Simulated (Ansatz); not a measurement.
Process, species as SMILES: C#N (CH-N) → C atom + H atom + N atom
B3LYP-D3(BJ)/def2-TZVP geometries, fixed; electronic energies without zero-point terms.
Largest species:
```xyz
3

C      0.0000     0.0000    -0.4969
N      0.0000     0.0000     0.6493
H      0.0000     0.0000    -1.5636
```

Basis-set convergence of the atomisation energy at HF with Ansatz (a quantum-chemistry and plane-wave program). Cartesian d functions, on some or all atoms, in 6-31G*, 6-31G**; all else is spherical. Open shells are unrestricted. No added dispersion term, no relativity. Functions are those of the species that has most. Reference: the value in pcseg-4, 200.19 kcal/mol, itself unsure by roughly 0.37 kcal/mol (its mean distance from aug-pcseg-3, aug-cc-pVQZ, cc-pV5Z). Deviations are taken from unrounded values.

| basis | functions |
|---|---|
| STO-3G | 11 |
| 3-21G | 20 |
| 6-31G | 20 |
| 6-31G* | 32 |
| cc-pVDZ | 33 |
| 6-31G** | 35 |
| 6-311G** | 42 |
| aug-cc-pVDZ | 55 |
| cc-pVTZ | 74 |
| jun-cc-pV(T+d)Z | 92 |
| aug-cc-pVTZ | 115 |
| cc-pVQZ | 140 |
| aug-cc-pVQZ | 206 |
| cc-pV5Z | 237 |

Question: Which is the smallest set listed that can be trusted to 2 kcal/mol here, that is, within that of the reference together with its larger relatives (same family, alike in diffuse functions; a set with none to test it counts only in the reference's own line)?

Answer: The smallest set listed that lies within 2 kcal/mol of the reference with all its larger relatives (same family, alike in diffuse functions; a set with none counts only in the reference's own line) is cc-pVTZ (74 functions, -1.35 kcal/mol off). Value minus reference: STO-3G -17.54, 3-21G -30.14, 6-31G -32.60, 6-31G* -5.60, cc-pVDZ -7.62, 6-31G** -4.37, 6-311G** -4.39, aug-cc-pVDZ -7.07, cc-pVTZ -1.35, jun-cc-pV(T+d)Z -1.32, aug-cc-pVTZ -1.15, cc-pVQZ -0.44, aug-cc-pVQZ -0.42, cc-pV5Z -0.34 kcal/mol.
